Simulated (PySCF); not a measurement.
# TDDFT excited states: H2O

Water, H2O.
SMILES: `O`

Method: TDDFT CAM-B3LYP/def2-SVPD, vertical, gas phase, core orbitals frozen in the response in PySCF 2.14.0, density-fitted response routines. Isolated species at its GFN2-xTB geometry, gas phase.

Q: List the vertical singlet excitations with oscillator strengths and describe the spectrum.

A: 

| state | E (eV) | λ (nm) | f | \|μ\| (D) | symmetry | main configurations (H = HOMO, L = LUMO) |
| --- | --- | --- | --- | --- | --- | --- |
| S1 | 7.54 | 164.4 | 0.053 | 1.36 | B1 or B2 | H→L (99%) |
| S2 | 9.35 | 132.6 | 0.0000 | 0.00 | – | H→L+1 (95%) |
| S3 | 9.53 | 130.1 | 0.095 | 1.62 | A1 | H-1→L (96%) |
| S4 | 10.82 | 114.6 | 0.0047 | 0.34 | B1 or B2 | H→L+3 (98%) |
| S5 | 11.26 | 110.1 | 0.0013 | 0.17 | – | H→L+2 (90%) |
| S6 | 11.37 | 109.0 | 0.013 | 0.55 | B1 or B2 | H-1→L+1 (98%) |
| S7 | 11.93 | 103.9 | 0.0000 | 0.00 | – | H→L+4 (95%) |
| S8 | 12.55 | 98.8 | 0.041 | 0.93 | B1 or B2 | H→L+5 (61%), H-1→L+2 (38%) |

Triplets (Tamm–Dancoff): T1 7.06 eV, H→L (96%); T2 8.98 eV, H-1→L (96%); T3 9.11 eV, H→L+1 (92%).

The lowest singlet lies at 7.54 eV (164 nm, vacuum ultraviolet) and is of moderate strength; its leading configuration is HOMO→LUMO (99%). The strongest level in the table is S3 at 9.53 eV (130 nm, f = 0.095). Löwdin shares by element: HOMO oxygen 87%, hydrogen 13%; LUMO oxygen 63%, hydrogen 37%. The oscillator strengths of these states sum to 0.209; summed over the whole spectrum of an exact calculation they would give the number of electrons, 10 (Thomas–Reiche–Kuhn). Of the 8 states listed, 4 reach f = 0.01 and 2 stay under 0.0005. Weighted by f, the mean energy of these states is 9.77 eV. Symmetry labels in C2v follow from the direction of the transition dipole and are given only for states with f of 0.002 or more; B1 and B2 swap with the choice of axes. Singlets were solved by full linear response, triplets in the Tamm–Dancoff approximation.
